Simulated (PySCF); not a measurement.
## Which basis set comes closest?

Molecule: Lithium Hydride (SMILES [LiH]).

Molfile (atoms numbered from 1):
```
HLi
     RDKit          3D

  2  1  0  0  0  0  0  0  0  0999 V2000
    0.8015   -0.0058   -0.0056 Li  0  0  0  0  0  1  0  0  0  0  0  0
   -0.7960    0.0084   -0.0227 H   0  0  0  0  0  0  0  0  0  0  0  0
  1  2  1  0
M  END
```

Geometry PBE0-D3(BJ)/def2-SVP throughout; GIAO in PySCF 2.14.0 with density-fitted response routines, gas phase, one conformer, non-relativistic; equivalent atoms averaged; functional PBE0.

Reference values (PBE/multiwavelet basis limit; gas (isolated, no vibration); Jensen, Fla, Jonsson, Monstad, Ruud, Frediani, PCCP 2016, 18, 21145): σ(H2) = 26.34 ppm, σ(Li1) = 88.1 ppm.

How do the basis sets STO-3G, 6-31G, pcSseg-0, def2-SVP, 6-31G*, pcSseg-1, cc-pVDZ, def2-TZVP, aug-cc-pVDZ, 6-311+G(2d,p), pcSseg-2, cc-pVTZ, pcSseg-3 perform against the reference? Times are CPU seconds on shared hosts with different chips, so compare them loosely.

Results:


| basis set | functions | H2 | Li1 | abs. error H | abs. error Li | core-s |
| --- | --- | --- | --- | --- | --- | --- |
| STO-3G | 6 | 25.55 | 87.1 | 0.79 | 1.0 | 0.28 |
| 6-31G | 11 | 26.21 | 93.7 | 0.13 | 5.6 | 0.34 |
| pcSseg-0 | 11 | 26.20 | 88.5 | 0.14 | 0.4 | 0.37 |
| def2-SVP | 14 | 26.18 | 89.3 | 0.16 | 1.2 | 0.35 |
| 6-31G* | 16 | 26.22 | 93.0 | 0.12 | 4.9 | 0.37 |
| pcSseg-1 | 17 | 26.12 | 89.1 | 0.22 | 1.0 | 0.4 |
| cc-pVDZ | 19 | 26.03 | 91.7 | 0.31 | 3.6 | 0.48 |
| def2-TZVP | 20 | 26.23 | 89.7 | 0.11 | 1.6 | 0.47 |
| aug-cc-pVDZ | 32 | 26.27 | 91.6 | 0.07 | 3.5 | 0.56 |
| 6-311+G(2d,p) | 33 | 26.34 | 89.2 | 0.00 | 1.1 | 0.54 |
| pcSseg-2 | 35 | 26.30 | 88.3 | 0.04 | 0.2 | 0.35 |
| cc-pVTZ | 44 | 26.36 | 89.2 | 0.02 | 1.1 | 0.71 |
| pcSseg-3 | 73 | 26.39 | 88.3 | 0.05 | 0.2 | 1.1 |

For ¹H the closest is 6-311+G(2d,p) (0.00 ppm, with cc-pVTZ practically level) and the furthest STO-3G (0.79 ppm).

For ⁷Li the closest is pcSseg-2 (0.2 ppm, with pcSseg-3, pcSseg-0 practically level) and the furthest 6-31G (5.6 ppm). Where a smaller basis beats a larger one, errors probably cancel; the largest sets show where the functional converges. One molecule is a small sample, and the reference may use another geometry.

A small basis that lands close on one nucleus may do so by chance; judge by the trend and by all nuclei.
